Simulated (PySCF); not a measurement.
Stretching AlC

Set-up: PySCF, spin-free X2C with a Gaussian nucleus, basis sets Al x2c-TZVPPall, C x2c-TZVPPall. Energies in eV from Al + C in their ground configurations at the same level. State: ⁴Σ⁻ (quartet), unpaired electrons σ ↑, π ↑↑.

```json
{"R (Å)": "1.693", "PBE0": "-2.810"}
{"R (Å)": "1.772", "PBE0": "-3.214"}
{"R (Å)": "1.851", "PBE0": "-3.436"}
{"R (Å)": "1.910", "PBE0": "-3.515"}
{"R (Å)": "1.969", "PBE0": "-3.537"}
{"R (Å)": "2.028", "PBE0": "-3.516"}
{"R (Å)": "2.107", "PBE0": "-3.438"}
{"R (Å)": "2.205", "PBE0": "-3.286"}
{"R (Å)": "2.323", "PBE0": "-3.057"}
{"R (Å)": "2.481", "PBE0": "-2.717"}
```

**Question.** Put a parabola through the three lowest points of the PBE0 curve and estimate Re, k and ωe (reduced mass 8.306 u; 1 eV/Å² = 0.16022 mdyn/Å; ωe = 1302.8·√(k/μ) cm⁻¹).

**Answer.** Through R = 1.91, 1.969, 2.028 Å the second-order coefficient is 6.18 eV/Å², so Re ≈ 1.970 Å, k ≈ 1.98 mdyn/Å and ωe ≈ 636 cm⁻¹. A polynomial fit of higher order to the unrounded PBE0 energies gives Re = 1.967 Å, k = 1.99 mdyn/Å, ωe = 638 cm⁻¹; anharmonicity and rounding make the difference.

The higher-order fit for each curve: PBE0: Re = 1.967 Å, ωe = 638 cm⁻¹, De = 3.54 eV.

The state was picked by a PBE0 search and need not be the measured ground state.
